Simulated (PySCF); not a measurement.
Gas-phase reaction: NH₃ + 5 SiH₃Cl = H₂SiNH + 5 HCl + 2 Si₂H₅

Method: PySCF energies plus ideal-gas RRHO corrections (1 bar). † marks an energy on the PBE0/def2-TZVP geometry and frequencies; other levels use their own. MP2 and CCSD(T) freeze the core. 6-31G* has spherical d functions here. Open shells (unrestricted): Si₂H₅ (multiplicity 2); the rest are closed-shell singlets. H₂SiNH, Si₂H₅: computed as isolated molecules; such fragments, hydroxides, amides, oligomers or adducts are transient or little studied in the gas. MP2 isn't extrapolated to the basis-set limit; its ΔH°(298 K) is 863.1 kJ in def2-SVP and 910.5 kJ in def2-TZVPP. CCSD(T) isn't extrapolated to the basis-set limit; its ΔH°(298 K) is 830.2 kJ in def2-SVP and 868.0 kJ in def2-TZVPP. The harmonic model lacks anharmonicity and excited electronic states, which grow with temperature; levels with a mode under 35 cm⁻¹ are left out. Internal rotation in Si₂H₅ is treated as a harmonic vibration of one conformer, which makes the entropy rough. Warning, large T1 diagnostic: H₂SiNH (CCSD(T)/def2-SVP†).

```tsv
level	ΔE electronic, kJ	ΔH°(298 K), kJ	ΔS°(298 K), J/K	ΔG°(2500 K), kJ
CCSD(T)/def2-SVP†	872	830	317	-27
CCSD(T)/def2-TZVPP†	910	868	317	11
HF/6-31G*	969	921	314	63
HF/def2-TZVP†	942	901	317	44
MP2/def2-TZVPP†	952	910	317	54
PBE0/def2-QZVP†	906	864	317	8
PBE0/def2-SVP†	897	856	317	-1
PBE0/def2-TZVP	916	874	317	17
LDA/def2-TZVP†	927	886	317	29
ωB97M-V/def2-TZVP†	969	928	317	71
```
ΔH° is lowest at CCSD(T)/def2-SVP† and highest at ωB97M-V/def2-TZVP†. No reference value is set beside these.
